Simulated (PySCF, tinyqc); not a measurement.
Worked calculation: CCSD on RHF in the sto-3g basis, for LiH, spin multiplicity 1. The lowest restricted solution is unstable here: a spin-polarised one lies 0.0048 hartree lower (PySCF). Computed by tinyqc, a small Python program that keeps every step (integrals from PySCF). Settings: charge = 0, multiplicity = 1, basis = sto-3g, method = RHF, energy threshold = 1e-10, iteration cap = 75, orthogonalisation = symmetric, start = atomic densities, DIIS depth = 6, amplitude equations = CCSD, DIIS depth for amplitudes = 4, cap on updates = 61. Command: `OMP_NUM_THREADS=1 python tinyqc.py 31636 31637 out.jsonl` (the two numbers bound the seeds that draw the settings). One thread of a shared host (Intel(R) Xeon(R) Processor @ 2.60GHz), about 0.3 s of CPU time with the checks. The early iterations of the SCF are left out here.

## One-electron integrals

Geometry (angstrom):
```
atom       x       y       z
Li    0.0000  0.0000  0.0000
H     0.0000  0.0000  2.1970
```

Basis sto-3g: exponents (1/bohr^2) and contraction coefficients of normalised primitives:
```
element  l (shell)  exponent  coefficient
Li           s (1)   16.1196       0.1543
Li           s (1)    2.9362       0.5353
Li           s (1)    0.7947       0.4446
Li           s (2)    0.6363      -0.1000
Li           s (2)    0.1479       0.3995
Li           s (2)    0.0481       0.7001
Li           p (3)    0.6363       0.1559
Li           p (3)    0.1479       0.6077
Li           p (3)    0.0481       0.3920
H            s (1)    3.4253       0.1543
H            s (1)    0.6239       0.5353
H            s (1)    0.1689       0.4446
```

Overlap, kinetic and nuclear-attraction integrals over the contracted functions; the nuclear repulsion is the sum of Za Zb / Rab.

nuclear repulsion = 0.722591 hartree

overlap S, order 1Li 1s, 1Li 2s, 1Li 2px, 1Li 2py, 1Li 2pz, 2H 1s:
$$\begin{pmatrix}
1.0000 & 0.2411 & 0.0000 & 0.0000 & 0.0000 & 0.0175 \\
0.2411 & 1.0000 & 0.0000 & 0.0000 & 0.0000 & 0.2557 \\
0.0000 & 0.0000 & 1.0000 & 0.0000 & 0.0000 & 0.0000 \\
0.0000 & 0.0000 & 0.0000 & 1.0000 & 0.0000 & 0.0000 \\
0.0000 & 0.0000 & 0.0000 & 0.0000 & 1.0000 & 0.3714 \\
0.0175 & 0.2557 & 0.0000 & 0.0000 & 0.3714 & 1.0000
\end{pmatrix}$$

kinetic energy T (hartree), order 1Li 1s, 1Li 2s, 1Li 2px, 1Li 2py, 1Li 2pz, 2H 1s:
$$\begin{pmatrix}
3.5768 & -0.0202 & 0.0000 & 0.0000 & 0.0000 & -0.0070 \\
-0.0202 & 0.1022 & 0.0000 & 0.0000 & 0.0000 & 0.0118 \\
0.0000 & 0.0000 & 0.3197 & 0.0000 & 0.0000 & 0.0000 \\
0.0000 & 0.0000 & 0.0000 & 0.3197 & 0.0000 & 0.0000 \\
0.0000 & 0.0000 & 0.0000 & 0.0000 & 0.3197 & 0.0511 \\
-0.0070 & 0.0118 & 0.0000 & 0.0000 & 0.0511 & 0.7600
\end{pmatrix}$$

nuclear attraction V (hartree), order 1Li 1s, 1Li 2s, 1Li 2px, 1Li 2py, 1Li 2pz, 2H 1s:
$$\begin{pmatrix}
-8.2237 & -1.0224 & 0.0000 & 0.0000 & -0.0085 & -0.0707 \\
-1.0224 & -1.4386 & 0.0000 & 0.0000 & -0.0880 & -0.4004 \\
0.0000 & 0.0000 & -1.4068 & 0.0000 & 0.0000 & 0.0000 \\
0.0000 & 0.0000 & 0.0000 & -1.4068 & 0.0000 & 0.0000 \\
-0.0085 & -0.0880 & 0.0000 & 0.0000 & -1.4733 & -0.5880 \\
-0.0707 & -0.4004 & 0.0000 & 0.0000 & -0.5880 & -1.9491
\end{pmatrix}$$

core Hamiltonian H = T + V (hartree), order 1Li 1s, 1Li 2s, 1Li 2px, 1Li 2py, 1Li 2pz, 2H 1s:
$$\begin{pmatrix}
-4.6470 & -1.0427 & 0.0000 & 0.0000 & -0.0085 & -0.0778 \\
-1.0427 & -1.3365 & 0.0000 & 0.0000 & -0.0880 & -0.3886 \\
0.0000 & 0.0000 & -1.0871 & 0.0000 & 0.0000 & 0.0000 \\
0.0000 & 0.0000 & 0.0000 & -1.0871 & 0.0000 & 0.0000 \\
-0.0085 & -0.0880 & 0.0000 & 0.0000 & -1.1536 & -0.5368 \\
-0.0778 & -0.3886 & 0.0000 & 0.0000 & -0.5368 & -1.1891
\end{pmatrix}$$

## Two-electron integrals

Functions are numbered as in S; the eight-fold symmetry (ij|kl) = (ji|kl) = (kl|ij) leaves the list below.

Two-electron integrals (ij|kl) in chemists' order, unique and non-zero (hartree):
```
(11|11) 1.6804     (21|11) 0.2654     (21|21) 0.0499     (22|11) 0.3977
(22|21) 0.0929     (22|22) 0.2906     (31|31) 0.0090     (32|31) 0.0138
(32|32) 0.0642     (33|11) 0.3966     (33|21) 0.0929     (33|22) 0.2905
(33|33) 0.3129     (41|41) 0.0090     (42|41) 0.0138     (42|42) 0.0642
(43|43) 0.0169     (44|11) 0.3966     (44|21) 0.0929     (44|22) 0.2905
(44|33) 0.2792     (44|44) 0.3129     (51|51) 0.0090     (52|51) 0.0138
(52|52) 0.0642     (53|53) 0.0169     (54|54) 0.0169     (55|11) 0.3966
(55|21) 0.0929     (55|22) 0.2905     (55|33) 0.2792     (55|44) 0.2792
(55|55) 0.3129     (61|11) 0.0182     (61|21) 0.0035     (61|22) 0.0067
(61|33) 0.0066     (61|44) 0.0066     (61|51) 4.60e-04   (61|52) 0.0009
(61|55) 0.0068     (61|61) 2.69e-04   (62|11) 0.0768     (62|21) 0.0183
(62|22) 0.0653     (62|33) 0.0615     (62|44) 0.0615     (62|51) 0.0028
(62|52) 0.0206     (62|55) 0.0729     (62|61) 0.0016     (62|62) 0.0296
(63|31) 0.0011     (63|32) 0.0058     (63|53) 0.0027     (63|63) 0.0015
(64|41) 0.0011     (64|42) 0.0058     (64|54) 0.0027     (64|64) 0.0015
(65|11) 0.1060     (65|21) 0.0254     (65|22) 0.0930     (65|33) 0.0866
(65|44) 0.0866     (65|51) 0.0043     (65|52) 0.0319     (65|55) 0.1057
(65|61) 0.0022     (65|62) 0.0451     (65|65) 0.0692     (66|11) 0.2408
(66|21) 0.0580     (66|22) 0.2282     (66|33) 0.2092     (66|44) 0.2092
(66|51) 0.0085     (66|52) 0.0821     (66|55) 0.2660     (66|61) 0.0050
(66|62) 0.1369     (66|65) 0.2139     (66|66) 0.7746
```

## Orthogonalisation

S = U s U^T; symmetric (Loewdin) form X = U s^(-1/2) U^T, so that X^T S X = 1.

eigenvalues of S: [0.5300, 0.8059, 1.0000, 1.0000, 1.1828, 1.4813]

X, order 1Li 1s, 1Li 2s, 1Li 2px, 1Li 2py, 1Li 2pz, 2H 1s:
$$\begin{pmatrix}
1.0234 & -0.1294 & 0.0000 & 0.0000 & -0.0060 & 0.0181 \\
-0.1294 & 1.0535 & 0.0000 & 0.0000 & 0.0433 & -0.1513 \\
0.0000 & 0.0000 & 1.0000 & 0.0000 & 0.0000 & 0.0000 \\
0.0000 & 0.0000 & 0.0000 & 1.0000 & 0.0000 & 0.0000 \\
-0.0060 & 0.0433 & 0.0000 & 0.0000 & 1.0611 & -0.2141 \\
0.0181 & -0.1513 & 0.0000 & 0.0000 & -0.2141 & 1.0906
\end{pmatrix}$$

## Iteration 8 (converged): orbitals

converged F (hartree), order 1Li 1s, 1Li 2s, 1Li 2px, 1Li 2py, 1Li 2pz, 2H 1s:
$$\begin{pmatrix}
-2.3653 & -0.6429 & 0.0000 & 0.0000 & 0.0140 & -0.0483 \\
-0.6429 & -0.2084 & 0.0000 & 0.0000 & -0.0611 & -0.1930 \\
0.0000 & 0.0000 & 0.1601 & 0.0000 & 0.0000 & 0.0000 \\
0.0000 & 0.0000 & 0.0000 & 0.1601 & 0.0000 & 0.0000 \\
0.0140 & -0.0611 & 0.0000 & 0.0000 & 0.0595 & -0.1899 \\
-0.0483 & -0.1930 & 0.0000 & 0.0000 & -0.1899 & -0.0767
\end{pmatrix}$$

Diagonalise F' = X^T F X, C = X C', fill 2 alpha and 2 beta electrons from the bottom; D = 2 C_occ C_occ^T. Each column has its largest component positive (the first on a tie).

F' = X^T F X (hartree):
$$\begin{pmatrix}
-2.3117 & -0.3609 & 0.0000 & 0.0000 & 0.0113 & 0.0228 \\
-0.3609 & -0.0409 & 0.0000 & 0.0000 & 0.0019 & -0.1938 \\
0.0000 & 0.0000 & 0.1601 & 0.0000 & 0.0000 & 0.0000 \\
0.0000 & 0.0000 & 0.0000 & 0.1601 & 0.0000 & 0.0000 \\
0.0113 & 0.0019 & 0.0000 & 0.0000 & 0.1473 & -0.2278 \\
0.0228 & -0.1938 & 0.0000 & 0.0000 & -0.2278 & 0.0559
\end{pmatrix}$$

orbital energies (hartree): MO1 -2.3678, MO2 -0.2333, MO3 0.0702, MO4 0.1601, MO5 0.1601, MO6 0.3815

coefficients C, order 1Li 1s, 1Li 2s, 1Li 2px, 1Li 2py, 1Li 2pz, 2H 1s:
$$\begin{pmatrix}
0.9915 & -0.1488 & -0.2156 & 0.0000 & 0.0000 & 0.1131 \\
0.0332 & 0.5034 & 0.7994 & 0.0000 & 0.0000 & -0.5079 \\
0.0000 & 0.0000 & 0.0000 & 0.9792 & -0.2028 & 0.0000 \\
0.0000 & 0.0000 & 0.0000 & 0.2028 & 0.9792 & 0.0000 \\
-0.0044 & 0.3238 & -0.5879 & 0.0000 & 0.0000 & -0.8504 \\
-0.0017 & 0.6001 & -0.2110 & 0.0000 & 0.0000 & 0.9240
\end{pmatrix}$$

D after iteration 8, order 1Li 1s, 1Li 2s, 1Li 2px, 1Li 2py, 1Li 2pz, 2H 1s:
$$\begin{pmatrix}
2.0104 & -0.0839 & 0.0000 & 0.0000 & -0.1051 & -0.1819 \\
-0.0839 & 0.5089 & 0.0000 & 0.0000 & 0.3256 & 0.6040 \\
0.0000 & 0.0000 & 0.0000 & 0.0000 & 0.0000 & 0.0000 \\
0.0000 & 0.0000 & 0.0000 & 0.0000 & 0.0000 & 0.0000 \\
-0.1051 & 0.3256 & 0.0000 & 0.0000 & 0.2097 & 0.3886 \\
-0.1819 & 0.6040 & 0.0000 & 0.0000 & 0.3886 & 0.7203
\end{pmatrix}$$

Within a degenerate level the vectors are fixed only up to a rotation; this is one choice.

## Convergence

Stop when the energy changes by less than 1e-10 hartree and every element of the error matrix X^T (F D S - S D F) X is below 3e-06.

Course of the cycle:
```
iteration  E (hartree)     change  largest element of the error matrix
1            -7.628024          -                             9.95e-02
2            -7.796529  -1.69e-01                             7.93e-02
3            -7.805773  -9.24e-03                             3.55e-02
4            -7.808124  -2.35e-03                             6.17e-03
5            -7.808350  -2.26e-04                             1.01e-03
6            -7.808355  -4.91e-06                             8.32e-05
7            -7.808355  -2.55e-08                             9.31e-07
8            -7.808355  -1.39e-12                             1.88e-07
```

PySCF RHF in the same basis = -7.808355 hartree

Converged in 8 iterations.

## Integrals over molecular orbitals

(pq|rs) = sum C_ip C_jq C_kr C_ls (ij|kl), one index at a time.

one-electron integrals over orbitals h = C^T H C (hartree):
$$\begin{pmatrix}
-4.6381 & 0.0955 & 0.1612 & 0.0000 & 0.0000 & -0.0523 \\
0.0955 & -1.2918 & 0.0121 & 0.0000 & 0.0000 & 0.0472 \\
0.1612 & 0.0121 & -1.0909 & 0.0000 & 0.0000 & 0.0191 \\
0.0000 & 0.0000 & 0.0000 & -1.0871 & 0.0000 & 0.0000 \\
0.0000 & 0.0000 & 0.0000 & 0.0000 & -1.0871 & 0.0000 \\
-0.0523 & 0.0472 & 0.0191 & 0.0000 & 0.0000 & -1.0161
\end{pmatrix}$$

Two-electron integrals over orbitals (pq|rs), unique and non-zero (hartree):
```
(11|11) 1.6593      (21|11) -0.0981     (21|21) 0.0100      (22|11) 0.3105
(22|21) 0.0026      (22|22) 0.4475      (31|11) -0.1420     (31|21) 0.0106
(31|22) -0.0109     (31|31) 0.0220      (32|11) 0.0297      (32|21) -0.0025
(32|22) -0.0610     (32|31) -2.61e-04   (32|32) 0.0228      (33|11) 0.3903
(33|21) -0.0087     (33|22) 0.2127      (33|31) 0.0008      (33|32) 0.0152
(33|33) 0.3271      (41|41) 0.0098      (42|41) 0.0073      (42|42) 0.0211
(43|41) 0.0104      (43|42) 0.0205      (43|43) 0.0414      (44|11) 0.3963
(44|21) -0.0036     (44|22) 0.2427      (44|31) -0.0051     (44|32) 0.0147
(44|33) 0.2792      (44|44) 0.3129      (51|51) 0.0098      (52|51) 0.0073
(52|52) 0.0211      (53|51) 0.0104      (53|52) 0.0205      (53|53) 0.0414
(54|54) 0.0169      (55|11) 0.3963      (55|21) -0.0036     (55|22) 0.2427
(55|31) -0.0051     (55|32) 0.0147      (55|33) 0.2792      (55|44) 0.2792
(55|55) 0.3129      (61|11) 0.0683      (61|21) -0.0091     (61|22) -0.0073
(61|31) -0.0044     (61|32) 0.0028      (61|33) 0.0117      (61|44) 0.0016
(61|55) 0.0016      (61|61) 0.0108      (62|11) -0.0816     (62|21) 0.0014
(62|22) 0.1069      (62|31) 0.0043      (62|32) -0.0460     (62|33) -0.0184
(62|44) -0.0384     (62|55) -0.0384     (62|61) 0.0011      (62|62) 0.1312
(63|11) 0.0243      (63|21) -0.0022     (63|22) -0.0591     (63|31) 0.0040
(63|32) 0.0188      (63|33) 0.0368      (63|44) 0.0088      (63|55) 0.0088
(63|61) 0.0045      (63|62) -0.0404     (63|63) 0.0323      (64|41) -0.0058
(64|42) -0.0182     (64|43) -0.0117     (64|64) 0.0191      (65|51) -0.0058
(65|52) -0.0182     (65|53) -0.0117     (65|65) 0.0191      (66|11) 0.3509
(66|21) 0.0007      (66|22) 0.4189      (66|31) -0.0106     (66|32) -0.0497
(66|33) 0.2387      (66|44) 0.2574      (66|55) 0.2574      (66|61) -0.0052
(66|62) 0.0946      (66|63) -0.0468     (66|66) 0.4139
```

## CCSD: starting amplitudes

t_ij^ab = <ij||ab> / (e_i + e_j - e_a - e_b), whose energy is MP2.

Starting amplitudes (spin orbitals 1a, 1b, ...; amplitudes related by a flip of all spins are not repeated):
```
from      to          t
2a 2b  6a 6b    -0.1067
2a 2b  3a 6b     0.0500
2a 2b  3a 3b    -0.0376
2a 2b  5a 5b    -0.0268
2a 2b  4a 4b    -0.0268
1a 1b  3a 3b    -0.0045
1a 2b  5a 5b    -0.0025
1a 2b  4a 4b    -0.0025
1a 1b  6a 6b    -0.0020
1a 1b  5a 5b    -0.0019
1a 1b  4a 4b    -0.0019
1a 2b  3a 6b    -0.0014
1a 2b  3b 6a     0.0009
1a 1b  3a 6b     0.0009
1a 2a  3a 6a  -4.92e-04
1a 2b  6a 6b  -3.23e-04
1a 2b  3a 3b   9.54e-05
```

correlation energy = -0.020839 hartree

## CCSD: amplitude update 1

t_i^a D_i^a and t_ij^ab D_ij^ab are set to the remaining terms of the spin-orbital equations, evaluated with the old amplitudes; for the doubles these are <ij||ab> + 1/2 <ab||ef> t_ij^ef + 1/2 <mn||ij> t_mn^ab + P(ij)P(ab) <mb||ej> t_im^ae + terms in t^2 + terms with t1, D the orbital-energy denominators.

Amplitudes after update 1 (spin orbitals 1a, 1b, ...; amplitudes related by a flip of all spins are not repeated):
```
from      to          t
2a 2b  6a 6b    -0.1530
2a 2b  3a 6b     0.0769
2a 2b  3a 3b    -0.0468
2a 2b  5a 5b    -0.0251
2a 2b  4a 4b    -0.0251
2a        3a     0.0165
1a 1b  3a 3b    -0.0039
1a 2b  5a 5b    -0.0029
1a 2b  4a 4b    -0.0029
1a 1b  5a 5b    -0.0018
1a 1b  4a 4b    -0.0018
1a 2b  3a 6b    -0.0016
1a 1b  6a 6b    -0.0014
1a 2b  3b 6a     0.0012
1a 1b  3a 6b     0.0006
1a 2b  6a 6b  -4.67e-04
1a        3a   4.62e-04
1a 2a  3a 6a  -3.91e-04
1a        6a  -2.55e-04
2a        6a  -1.98e-04
1a 2b  3a 3b   1.97e-04
```

correlation energy = -0.029503 hartree

## CCSD: amplitude update 2

As before.

Amplitudes after update 2 (spin orbitals 1a, 1b, ...; amplitudes related by a flip of all spins are not repeated):
```
from      to          t
2a 2b  6a 6b    -0.1717
2a 2b  3a 6b     0.0913
2a 2b  3a 3b    -0.0583
2a        3a     0.0292
2a 2b  5a 5b    -0.0230
2a 2b  4a 4b    -0.0230
1a 1b  3a 3b    -0.0039
1a 2b  5a 5b    -0.0030
1a 2b  4a 4b    -0.0030
1a 1b  5a 5b    -0.0018
1a 1b  4a 4b    -0.0018
1a 2b  3a 6b    -0.0016
1a 1b  6a 6b    -0.0015
1a 2b  3b 6a     0.0014
2a        6a     0.0013
1a 1b  3a 6b     0.0005
1a 2b  6a 6b    -0.0005
1a        3a   4.60e-04
1a        6a  -3.52e-04
1a 2a  3a 6a  -2.08e-04
1a 2b  3a 3b   1.48e-04
```

correlation energy = -0.033458 hartree

## CCSD: convergence

E_corr = 1/4 sum <ij||ab> t_ij^ab + 1/2 sum <ij||ab> t_i^a t_j^b; stop when the norm of the change is below 1e-8.

Course of the amplitude iterations:
```
update  correlation energy (hartree)  norm of the change
0                          -0.020839                   -
1                          -0.029503            1.24e-01
2                          -0.033458            6.30e-02
3                          -0.037104            3.60e-02
4                          -0.037387            1.52e-02
5                          -0.037501            3.21e-03
6                          -0.037536            8.35e-04
7                          -0.037540            1.38e-04
8                          -0.037539            2.51e-05
9                          -0.037538            7.07e-06
10                         -0.037538            2.36e-06
11                         -0.037538            9.50e-07
12                         -0.037538            5.29e-07
13                         -0.037538            5.30e-08
14                         -0.037538            1.77e-08
15                         -0.037538            2.83e-09
```

Converged amplitudes (spin orbitals 1a, 1b, ...; amplitudes related by a flip of all spins are not repeated):
```
from      to          t
2a 2b  6a 6b    -0.1778
2a 2b  3a 6b     0.1199
2a 2b  3a 3b    -0.0939
2a        3a     0.0783
2a 2b  5a 5b    -0.0208
2a 2b  4a 4b    -0.0208
2a        6a     0.0097
1a 1b  3a 3b    -0.0036
1a 2b  5a 5b    -0.0033
1a 2b  4a 4b    -0.0033
1a 2b  3b 6a     0.0021
1a 2b  3a 6b    -0.0018
1a 1b  5a 5b    -0.0018
1a 1b  4a 4b    -0.0018
1a 1b  6a 6b    -0.0015
1a 2b  6a 6b    -0.0007
1a        6a    -0.0006
1a 1b  3a 6b   3.67e-04
1a 2a  3a 6a   2.85e-04
1a        3a   2.14e-04
1a 2b  3a 3b  -2.04e-06
```

CCSD total energy = -7.845892 hartree

T1 diagnostic, norm of the one-spin t1 over sqrt(correlated electrons) = 0.0395

Converged in 15 updates, with DIIS from the third.
